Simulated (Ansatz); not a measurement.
System: cubic perovskite BaTiO3 (cubic high-temperature phase). Method: r²SCAN+rVV10 (plane waves, PAW; Ansatz, a quantum-chemistry and plane-wave program).

Run with plane-wave cutoff 560 eV, 8×8×8 k mesh, Fermi–Dirac smearing 0.01 eV, no spin polarisation, scalar-relativistic PAW data made under PBE.

The cell is scaled about its equilibrium volume:

| V (Å³/atom) | P (GPa) | direct gap at Γ (eV) | smallest gap on the k mesh (eV) |
|---|---|---|---|
| 11.875 | 13.20 | 2.360 | 2.342 |
| 12.127 | 8.31 | 2.338 | 2.291 |
| 12.380 | 3.93 | 2.313 | 2.240 |
| 12.633 | 0.00 | 2.287 | 2.189 |
| 12.885 | -3.52 | 2.259 | 2.140 |
| 13.138 | -6.67 | 2.230 | 2.091 |
| 13.391 | -9.50 | 2.199 | 2.043 |

The fundamental gap (2.19 eV at the equilibrium volume, with added k points) lies elsewhere than Γ–Γ.

Measured, for comparison: band gap 3.2 eV (temperature not stated, no zero-point or thermal correction; as tabulated in Matsushita et al. (2011), arXiv:1104.2769).

Note: the relaxation could not lower the start's symmetry, so the cell can be a saddle point above a distorted one.

Spin–orbit coupling is not included.
